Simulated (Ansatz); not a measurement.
fcc Pt, treated with B3LYP (VWN-RPA form) (Ansatz, a program for electronic structure, PAW).

Run with plane-wave cutoff 460 eV, 14×14×14 k mesh, Fermi–Dirac smearing 0.05 eV, scalar-relativistic PAW data made under PBE.

Results at a series of volumes:

```json
[
 {"V (Å³/atom)": "15.108", "E − E_lowest (meV/atom)": "39.55", "P (GPa)": "15.44"},
 {"V (Å³/atom)": "15.606", "E − E_lowest (meV/atom)": "6.35", "P (GPa)": "6.22"},
 {"V (Å³/atom)": "15.842", "E − E_lowest (meV/atom)": "0.00", "P (GPa)": "2.48"},
 {"V (Å³/atom)": "16.406", "E − E_lowest (meV/atom)": "5.19", "P (GPa)": "-5.12"},
 {"V (Å³/atom)": "16.807", "E − E_lowest (meV/atom)": "23.64", "P (GPa)": "-9.54"}
]
```

Q: Estimate the bulk modulus from the pressures at 15.842 and 16.406 Å³/atom, and compare it with a fit to all energies.

A: B = −V dP/dV. Between V = 15.842 and 16.406 Å³/atom, dP/dV = (-5.12 − (2.48))/(16.406 − 15.842) = -13.5 GPa per Å³/atom; at the midpoint 16.124 Å³/atom this gives B ≈ 217 GPa. The third-order Birch–Murnaghan fit gives V0 = 16.012 Å³/atom, B0 = 226 GPa, B′ = 5.7, which lies 4 % above that estimate.

Measured, for comparison: bulk modulus 289 GPa (corrected for temperature and zero-point phonon effects; as tabulated in Levämäki et al. (2014), arXiv:1402.3671); equilibrium volume per atom 14.98 Å³/atom (static lattice: zero-point anharmonic expansion removed; as tabulated in Mejia-Rodriguez and Trickey (2018), arXiv:1807.09216). Computed (rounded) less measured: bulk modulus -22 %, equilibrium volume per atom +6.9 %.

Spin–orbit coupling is not included.

The result took very roughly 11 core-minutes.
